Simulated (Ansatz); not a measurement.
# C₄H₆O: small, medium and large basis sets

Aim: see how fast density functionals converge with the basis set for C₄H₆O.

The runs use Ansatz 0.2.0, Gaussian basis; one geometry, several basis sets.

Levels to be run: PBE0-D4/def2-SVP; ωB97M-V/def2-SVP; PBE0-D4/def2-QZVPP; ωB97M-V/def2-QZVPP; the functionals' def2-TZVPP values are taken from earlier runs.

## 1. The relaxed structure

An earlier PBE0-D4 in a triple-zeta def2 set relaxation fixed the geometry.

11 atoms, charge 0, spin multiplicity 1.

Atoms are counted from 1 here; the program's logs count them from 0.

Bond lengths: O1–C2 1.193 Å, C2–C3 1.525 Å, C2–C5 1.525 Å, C3–C4 1.548 Å, C3–H6 1.092 Å, C3–H7 1.092 Å, C4–C5 1.548 Å, C4–H8 1.089 Å, C4–H9 1.089 Å, C5–H10 1.092 Å, C5–H11 1.092 Å. Angles: O1–C2–C3 133.7°, O1–C2–C5 133.7°, C3–C2–C5 92.5°, C2–C3–C4 88.3°, C2–C3–H6 113.5°, C2–C3–H7 113.4°, C4–C3–H6 116.2°, C4–C3–H7 116.2°, H6–C3–H7 108.2°, C3–C4–C5 90.8°, C3–C4–H8 114.2°, C3–C4–H9 114.2°, C5–C4–H8 114.2°, C5–C4–H9 114.2°, H8–C4–H9 108.6°, C2–C5–C4 88.3°, C2–C5–H10 113.4°, C2–C5–H11 113.5° and more.

Coordinates:

```mol
C4H6O
  3D, bonds by distance, orders not assigned

 11 11  0  0  0  0  0  0  0  0999 V2000
   -1.1265    1.7416   -1.0929 O   0  0
   -0.5533    0.8558   -0.5371 C   0  0
    0.0701    0.7084    0.8471 C   0  0
    0.4750   -0.7353    0.4615 C   0  0
   -0.1636   -0.5632   -0.9383 C   0  0
   -0.6514    0.8064    1.6615 H   0  0
    0.8898    1.4067    1.0309 H   0  0
    1.5502   -0.9079    0.4437 H   0  0
    0.0097   -1.5076    1.0725 H   0  0
    0.5207   -0.6017   -1.7890 H   0  0
   -1.0207   -1.2032   -1.1600 H   0  0
  1  2  8  0
  2  3  8  0
  3  4  8  0
  4  5  8  0
  3  6  8  0
  3  7  8  0
  4  8  8  0
  4  9  8  0
  5 10  8  0
  5 11  8  0
  2  5  8  0
M  END
```

## 2. PBE0-D4 in def2-SVP

File in.yaml:

```yaml
crystal:
  periodic: [false, false, false]
  atoms:
    - {symbol: O, position_ang: [-1.126543, 1.741585, -1.092946]}
    - {symbol: C, position_ang: [-0.553276, 0.855814, -0.537114]}
    - {symbol: C, position_ang: [0.070097, 0.708395, 0.847136]}
    - {symbol: C, position_ang: [0.474980, -0.735265, 0.461500]}
    - {symbol: C, position_ang: [-0.163597, -0.563228, -0.938293]}
    - {symbol: H, position_ang: [-0.651415, 0.806356, 1.661536]}
    - {symbol: H, position_ang: [0.889829, 1.406743, 1.030933]}
    - {symbol: H, position_ang: [1.550238, -0.907908, 0.443722]}
    - {symbol: H, position_ang: [0.009700, -1.507613, 1.072483]}
    - {symbol: H, position_ang: [0.520723, -0.601667, -1.788974]}
    - {symbol: H, position_ang: [-1.020736, -1.203213, -1.160004]}
basis:
  gaussian: {orbitals: def2-SVP}
hamiltonian: {xc: pbe0, dispersion: d4}
output: {orbitals: {seedname: orbitals}}
```

The run is started by

```console
ansatz run in.yaml --threads 4 --pin off --events-out ev --progress --plain --max-ram 10444MiB
```

Further steps of the session: ωB97M-V in def2-SVP; PBE0-D4 in def2-QZVPP; ωB97M-V in def2-QZVPP.

Before running them: what should the planned runs give, taken together? Wanted: PBE0-D4: double and triple zeta above quadruple; ωB97M-V: double and triple zeta above quadruple.

As calculated:

| quantity | value |
| --- | --- |
| PBE0-D4: double and triple zeta above quadruple | 7.33, 0.34 eV |
| ωB97M-V: double and triple zeta above quadruple | 7.62, 0.33 eV |

What this shows: PBE0-D4 gains 6.98 eV from double to triple zeta, then 0.34 eV more. These are total energies; as a rule much of such shifts cancels in differences, which this series doesn't test.
